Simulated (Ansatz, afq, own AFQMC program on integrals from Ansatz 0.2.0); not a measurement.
## C₂H₂, singlet in cc-pVDZ along one coordinate

```xyz
4

C     0.0000    0.0000    0.5985
C     0.0000    0.0000   -0.5985
H     0.0000    0.0000    1.6632
H     0.0000    0.0000   -1.6632
```

The angle C2–C1–H3 is changed with bond lengths fixed. Energies in mEh count from this geometry (180.000 °) at the same level; the start stands on RHF, each point on the determinant named.

Basis cc-pVDZ. Only valence electrons are correlated. Ansatz 0.2.0 and our own AFQMC program on the same integrals; the CISD trial comes from CCSD amplitudes, and released means the phaseless constraint is let go. Uncertainties: one standard error, sampling alone.

Cautions, each for one point or more: higher spins were not checked; raised T1 diagnostic; restricted determinant unstable towards unrestricted.

```csv
angle C2–C1–H3 / °,det.,T1,weight,r2SCAN,PBE,CCSD(T)
68.300,RHF,0.020,0.89,88.1,89.5,94.6
86.200,RHF,0.029,0.87,71.2,71.1,76.4
120.800,RHF,0.020,0.87,31.6,30.8,32.0
137.900,RHF,0.015,0.88,16.3,15.8,16.0
159.800,RHF,0.012,0.88,3.9,3.7,3.7
```

Problem. Estimate the curve of CCSDT(Q), counted from the same start.

Solution. 
```json
{"angle C2–C1–H3 / °": "68.300", "det.": "RHF", "T1": "0.020", "weight": "0.89", "CCSDT(Q)": "94.7", "ph-AFQMC/CISD": "93.8 ± 1.1", "released AFQMC": "94.6 ± 1.0"}
{"angle C2–C1–H3 / °": "86.200", "det.": "RHF", "T1": "0.029", "weight": "0.87", "CCSDT(Q)": "76.2", "ph-AFQMC/CISD": "76.2 ± 0.9", "released AFQMC": "76.2 ± 1.1"}
{"angle C2–C1–H3 / °": "120.800", "det.": "RHF", "T1": "0.020", "weight": "0.87", "CCSDT(Q)": "31.8", "ph-AFQMC/CISD": "31.3 ± 1.3", "released AFQMC": "31.2 ± 1.1*"}
{"angle C2–C1–H3 / °": "137.900", "det.": "RHF", "T1": "0.015", "weight": "0.88", "CCSDT(Q)": "15.9", "ph-AFQMC/CISD": "15.3 ± 1.1", "released AFQMC": "16.8 ± 1.0"}
{"angle C2–C1–H3 / °": "159.800", "det.": "RHF", "T1": "0.012", "weight": "0.88", "CCSDT(Q)": "3.7", "ph-AFQMC/CISD": "3.2 ± 1.1", "released AFQMC": "3.5 ± 1.0"}
```

Weight is that of the determinant in the CISD state; at the start T1 is 0.012 and the weight 0.89. An asterisk marks released energies that aren't shown to be converged. Symmetry can't show for every point that it stays on the start's state. Largest departures from CCSDT(Q), at the points where its series has closed: CCSD(T) 0.2 mEh at 120.800 (on RHF), ph-AFQMC/CISD -0.9 mEh at 68.300 (on RHF) (within the noise), released AFQMC 0.9 mEh at 137.900 (on RHF) (within the noise). The functionals aren't scored here. In this small basis the wave-function levels are far from their limit, so their gap to the functionals isn't the functionals' error.

A walk keeps the symmetry of its determinant, which the program's search chose and which needn't be the lowest solution, so a lower state of the same spin and another symmetry isn't excluded.
